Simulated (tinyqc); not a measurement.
Hueckel theory of the pi electrons, for the molecule C=CC(=C)C=N (SMILES; centres numbered as the heavy atoms are written), step by step. Computed by tinyqc, a small Python program that keeps every step. Settings: charge = 0. Command: `OMP_NUM_THREADS=1 python tinyqc.py 25201 25202 out.jsonl` (the two numbers bound the seeds that draw the settings). One thread of a shared host (Intel(R) Xeon(R) Processor @ 2.60GHz), about 0.04 s of CPU time with the checks.

## The Hueckel matrix

Centres:
```
centre  z_r, pi electrons of the neutral centre         h
1C                                            1  0.000000
2C                                            1  0.000000
3C                                            1  0.000000
4C                                            1  0.000000
5C                                            1  0.000000
6N                                            1  0.500000
```

Bonds:
```
i  j  k
1  2  1
2  3  1
3  4  1
3  5  1
5  6  1
```

H_rr = alpha + h_r beta, H_rs = k_rs beta for bonded centres.

Hueckel matrix in units of beta (H = alpha + beta A), order 1C, 2C, 3C, 4C, 5C, 6N:
```
[[0.000000, 1.000000, 0.000000, 0.000000, 0.000000, 0.000000],
 [1.000000, 0.000000, 1.000000, 0.000000, 0.000000, 0.000000],
 [0.000000, 1.000000, 0.000000, 1.000000, 1.000000, 0.000000],
 [0.000000, 0.000000, 1.000000, 0.000000, 0.000000, 0.000000],
 [0.000000, 0.000000, 1.000000, 0.000000, 0.000000, 1.000000],
 [0.000000, 0.000000, 0.000000, 0.000000, 1.000000, 0.500000]]
```

## Orbitals

pi electrons, sum of z_r less the charge = 6

Diagonalise; E = alpha + x beta with beta < 0, so the largest x are filled first; degenerate levels share their electrons. P = sum n_i c_ri c_si; each orbital has its largest coefficient positive (the first on a tie).

x values: [1.968821, 1.165055, 0.602761, -0.416365, -0.908768, -1.911505]

occupations: [2.000000, 2.000000, 2.000000, 0.000000, 0.000000, 0.000000]

coefficients, order 1C, 2C, 3C, 4C, 5C, 6N:
```
[[0.210437, -0.401232, -0.546365, 0.331768, 0.573035, 0.240366],
 [0.414313, -0.467457, -0.329328, -0.138136, -0.520756, -0.459460],
 [0.605272, -0.143381, 0.347859, -0.274252, -0.099789, 0.637894],
 [0.307429, -0.123068, 0.577110, 0.658683, 0.109807, -0.333713],
 [0.469930, 0.423478, -0.038107, -0.406358, 0.501634, -0.426165],
 [0.319937, 0.636757, -0.370829, 0.443446, -0.356080, 0.176722]]
```

charge and bond-order matrix P, order 1C, 2C, 3C, 4C, 5C, 6N:
```
[[1.007571, 0.909357, -0.010315, -0.402479, -0.100404, 0.028895],
 [0.909357, 0.997257, 0.406474, -0.010315, 0.018580, -0.085956],
 [-0.010315, 0.406474, 1.015837, 0.808954, 0.420922, -0.053293],
 [-0.402479, -0.010315, 0.808954, 0.885429, 0.140723, -0.388032],
 [-0.100404, 0.018580, 0.420922, 0.140723, 0.803241, 0.868263],
 [0.028895, -0.085956, -0.053293, -0.388032, 0.868263, 1.290665]]
```

## Energy, charges, bond orders

E = sum n x; q_r = z_r - P_rr; bond order p = P_rs; free valence = sqrt(3) - sum of p over the bonds of the atom.

pi energy = 6 alpha + this times beta = 7.473274

pi charges: [-0.007571, 0.002743, -0.015837, 0.114571, 0.196759, -0.290665]

Bond orders and lengths from R = 1.517 - 0.180 p (angstrom, C-C alone):
```
bond         p         R
1-2   0.909357  1.353316
2-3   0.406474  1.443835
3-4   0.808954  1.371388
3-5   0.420922  1.441234
5-6   0.868263         -
```

free valence of the carbons: [0.822693, 0.416219, 0.095701, 0.923097, 0.442865]

gap between the highest filled and the next level = 1.019126 |beta|
